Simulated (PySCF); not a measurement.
```json
{"atom": "C", "x (Å)": "0.0000", "y (Å)": "0.0000", "z (Å)": "0.0000"}
{"atom": "H", "x (Å)": "0.0000", "y (Å)": "1.0784", "z (Å)": "0.0000"}
{"atom": "H", "x (Å)": "0.9339", "y (Å)": "-0.5392", "z (Å)": "0.0000"}
{"atom": "H", "x (Å)": "-0.9339", "y (Å)": "-0.5392", "z (Å)": "0.0000"}
```

Basis set: cc-pVTZ (spherical functions). Correlated methods keep 1 orbital frozen. Charge 1, multiplicity 1.

Starred EOM-CCSD(T)(a) on the restricted Hartree–Fock determinant with PySCF 2.14.0; the energies are vertical.

(1) The solver was asked for the few lowest roots only. Give the electron affinities of singlet CH₃(+) among them whose weight of singles is over 0.7 (positive where the electron binds).

Results:

(1)

```tsv
root	energy (eV)	weight of singles
1	9.73	0.96
2	2.96	0.99
3	1.14	0.97
4	1.14	0.97
```

Higher main lines weren't sought.
